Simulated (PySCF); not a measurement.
A GIAO shielding run with PySCF (density fitting, non-relativistic, gas phase) on SMILES N#[N+][O-], N$_{2}$O:

```
$ OMP_NUM_THREADS=1 python probes_run.py task.json out

{"job": {"kind": "nmr", "xc": "wB97X-D", "basis": "pcSseg-2", "pop": false}, "charge": 0, "multiplicity": 1}
N     -0.796162     0.394913     0.064443
N      0.321562     0.421246     0.053020
O      1.495654     0.448956     0.041018
```

Hardware: 1 thread of an Intel Xeon Platinum 8175M, shared host.

Q: How large is the calculation?

A: 22 electrons, 108 basis functions and 293 auxiliary functions.

Q: How long does it take, and how much memory does it need?

A: 4.4 s of wall time, with 13 SCF cycles and 6 response iterations; peak memory 0.37 GiB. Times on a shared host scatter by some tens of per cent.

Q: And these other runs on the same molecule and hardware: GIAO shielding at B97-2/pcSseg-2; GIAO shielding at KT3/pcSseg-2; GIAO shielding at PBE0/pcSseg-2?

A: B97-2/pcSseg-2: 108 functions, 3.7 s; KT3/pcSseg-2: 108 functions, 6.8 s; PBE0/pcSseg-2: 108 functions, 6.5 s.
